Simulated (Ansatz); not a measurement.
# UBCCD(T)/def2-SVPD run of AlNH3O (SMILES [NH2][Al][OH])

What is the vertical ionisation energy of AlNH3O at UBCCD(T)/def2-SVPD? 

The calculation is run with Ansatz 0.2.0.

77 further runs of the same task are left out: 77 set aside as unsound or not needed.

## Step 1: The molecule

The species is AlNH3O (6 atoms), meant as a doublet with charge 0. SMILES: `[NH2][Al][OH]`. The shape is that of a PBE0-D4/def2-TZVP optimisation. This is one conformer, not always the lowest.

Bond lengths: N1–Al2 1.769 Å, Al2–O3 1.705 Å, N1–H4 1.009 Å, N1–H5 1.006 Å, O3–H6 0.956 Å. Angles: N1–Al2–O3 116.1°, Al2–N1–H4 124.1°, Al2–N1–H5 125.0°, Al2–O3–H6 122.8°, H4–N1–H5 110.9°.

## Step 2: The energy at UBCCD(T)/def2-SVPD

Input file job.yaml:

```yaml
basis:
  gaussian:
    orbitals: def2-SVPD
crystal:
  periodic: [false, false, false]
  atoms:
    - symbol: N
      position_ang: [-0.923900, 0.240200, -0.760800]
    - symbol: Al
      position_ang: [0.595200, 0.601300, 0.070700]
    - symbol: O
      position_ang: [1.194100, -0.618500, 1.101200]
    - symbol: H
      position_ang: [-1.434300, -0.623600, -0.657200]
    - symbol: H
      position_ang: [-1.394700, 0.861600, -1.396800]
    - symbol: H
      position_ang: [2.005700, -0.525100, 1.596800]
magnetization:
  spin_polarized: true
  initial_magnetization: 1
scf:
  omitted_lower_state_checks: [cluster_reference, increment]
accuracy: high
correlation:
  method: bccd_t
  frozen_orbitals: {Al: 5, H: 0, "N": 1, O: 1}
```

The run is started by

```
$ ansatz run job.yaml --threads 1 --pin off --max-ram 3480MiB --events-out events.jsonl --progress --plain --runs-dir runs
```

The log of the run, shortened:

```text
Warning: RAYON_NUM_THREADS=1 ignored (pool sized by the plan → 1); use --threads N
Functional definition: HF
  name "HF"
[...]
1783 factors; integrals over basis functions are off by at most 3.5e-9 eV
[...]
mean field -10146.47668877 eV, -372.8761407835 hartree, gradient 4.3e-8 eV, S^2 0.752347; 0 other end points of the search recorded, 0 dependent functions left out
7 core orbitals not correlated: weight in the atoms' cores, before any rotation towards them, 1.000 or more for the frozen orbitals, at most 0.000 for the correlated occupied ones
reference -10146.47668877 eV, -372.8761407835 hartree; 9, 8 occupied and 75, 76 virtual orbitals, 1783 factors
second order -11.78211268 eV of doubles, -0.00000000 eV of singles
cycle   1  -11.87679871 eV  change   -9.5e-2 eV  update   8.8e-2
[...]
cycle  23  -12.20258080 eV  change   1.5e-10 eV  update   1.3e-9
perturbative correction -0.39421260 eV, -0.0144870459 hartree
Total energy: -10159.07348217 eV, -373.3390644026 hartree
Checks for a lower state left out: cluster_reference, increment
```

Wall time 65 s (1 thread of Arm Neoverse V1, shared host); peak memory 1.4 GiB.

## Step 3: The singlet cation

Input file run.yaml:

```yaml
basis:
  gaussian:
    orbitals: def2-SVPD
crystal:
  periodic: [false, false, false]
  atoms:
    - symbol: "N"
      position_ang: [-0.923900, 0.240200, -0.760800]
    - symbol: Al
      position_ang: [0.595200, 0.601300, 0.070700]
    - symbol: O
      position_ang: [1.194100, -0.618500, 1.101200]
    - symbol: H
      position_ang: [-1.434300, -0.623600, -0.657200]
    - symbol: H
      position_ang: [-1.394700, 0.861600, -1.396800]
    - symbol: H
      position_ang: [2.005700, -0.525100, 1.596800]
total_charge: 1
correlation:
  method: bccd_t
  frozen_orbitals: {Al: 5, H: 0, "N": 1, O: 1}
accuracy: high
scf:
  omitted_lower_state_checks: [cluster_reference, increment]
```

The run is started by

```
$ ansatz run run.yaml --threads 1 --pin off --max-ram 3480MiB --events-out events.jsonl --progress --plain --runs-dir runs
```

The log of the run, shortened:

```text
Warning: RAYON_NUM_THREADS=1 ignored (pool sized by the plan → 1); use --threads N
[... 2 set-up lines as earlier in the session ...]
[...]
1783 factors; integrals over basis functions are off by at most 3.5e-9 eV
[...]
mean field -10138.59992598 eV, -372.5866750901 hartree, gradient 7.0e-8 eV, S^2 0.000000; 0 other end points of the search recorded, 0 dependent functions left out
7 core orbitals not correlated: weight in the atoms' cores, before any rotation towards them, 1.000 or more for the frozen orbitals, at most 0.000 for the correlated occupied ones
reference -10138.59992598 eV, -372.5866750901 hartree; 8, 8 occupied and 76, 76 virtual orbitals, 1783 factors
second order -11.85160986 eV of doubles, -0.00000000 eV of singles
cycle   1  -11.80922617 eV  change    4.2e-2 eV  update   1.0e-1
[...]
cycle  23  -12.17374576 eV  change   1.1e-10 eV  update   1.9e-9
perturbative correction -0.42794613 eV, -0.0157267300 hartree
Total energy: -10151.20161787 eV, -373.0497787252 hartree
Checks for a lower state left out: cluster_reference, increment
```

Wall time 22 s (1 thread of Arm Neoverse V1, shared host); peak memory 0.68 GiB.

## Step 4: Results

At UBCCD(T)/def2-SVPD, 7 core orbitals frozen:

| quantity | value |
| --- | --- |
| doublet AlNH3O: total energy | -373.33906 Eh |
| doublet AlNH3O: correlation energy (7 core orbitals frozen) | -462.9 mEh |
| doublet AlNH3O: (T) correction | -14.49 mEh |
| doublet AlNH3O: ⟨S²⟩ of the reference determinant | 0.752 |
| singlet cation: total energy | -373.04978 Eh |
| singlet cation: correlation energy (7 core orbitals frozen) | -463.1 mEh |
| singlet cation: (T) correction | -15.73 mEh |
| vertical ionisation energy (to the singlet cation) | 7.872 eV |

**Reading.** Removing an electron at fixed nuclei costs 7.87 eV (760 kJ/mol). Only the singlet of the ionised species was computed; a triplet could lie lower. The triples (doublet AlNH3O) make up 3.1 % of the correlation energy. The triples (singlet cation) make up 3.4 % of the correlation energy.
